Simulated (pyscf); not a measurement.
`[O]=[B][OH]` + `[OH2]` + `[H]` [doublet] -> `[OH][B]([OH])[OH]` + `[H]` [doublet], an addition across a multiple bond or ene-type step (doublet surface; H–O broken, H–O, B–O formed). Optimised with ωB97X-D3(BJ)/def2-SVP in PySCF. MP2 and CC: frozen core, UHF for open shells. ΔMP2 is the change of the MP2 total energy from the triple- to the quadruple-zeta basis. Energies in kcal/mol from the separated reactants.

Small-basis levels: PySCF, no dispersion term, spherical d functions. Open shells are spin-unrestricted. 

### Question
In single points HF/3-21G puts the saddle at -2.7 kcal/mol and the reaction energy at -73.2 kcal/mol. Should these be trusted to within a few kcal/mol? Compare with CCSD(T)/def2-TZVPP + ΔMP2(QZVPP).

### Answer
CCSD(T)/def2-TZVPP + ΔMP2(QZVPP) gives ΔE‡ = 0.8 kcal/mol and ΔE = -54.0 kcal/mol. HF/3-21G lies 3.6 kcal/mol under it in the barrier and 19.2 kcal/mol under it in the reaction energy, so on this step it does not hold to within 3.0 kcal/mol. At HF/3-21G this geometry lies under one side, so its ΔE‡ may be no barrier of that level. CCSD(T)/def2-TZVPP + ΔMP2(QZVPP) has limits of its own. On the reactant side the descent ends in a bound adduct (not fully relaxed), 11.1 kcal/mol under the separated species and 10.0 kcal/mol under the saddle at ωB97X-D3(BJ)/def2-TZVP. This is the saddle that the search found; another between the same sides may lie lower. The CCSD(T) − MP2 part came from Ansatz, without density fitting, on the same reference.
